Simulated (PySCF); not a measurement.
## Nitrogen: a sound run and one with changed settings

Sound run: N [He] 2s2 2p3, N⁺ [He] 2s2 2p2. Calculation: PySCF 2.14, in aug-cc-pVDZ (4s3p2d, 23 functions); no relativity, point nucleus. The sound run starts from symmetry-adapted Hartree-Fock orbitals and uses a fine grid where one is needed.

Changed run: initial guess atom, at most 50 SCF cycles, level shift 10.0 hartree.

```
species  method  sound run (hartree)  changed run (hartree)  converged
      N     UHF            -54.39318              -54.39316         no
      N  r2SCAN            -54.57113              -54.57095         no
      N     LDA            -54.12066              -54.12046         no
     N⁺     UHF            -53.88126              -53.88126         no
     N⁺  r2SCAN            -54.02542              -54.02536         no
     N⁺     LDA            -53.56872              -53.56863         no
```

A level shift slows the SCF but leaves a converged energy unchanged.
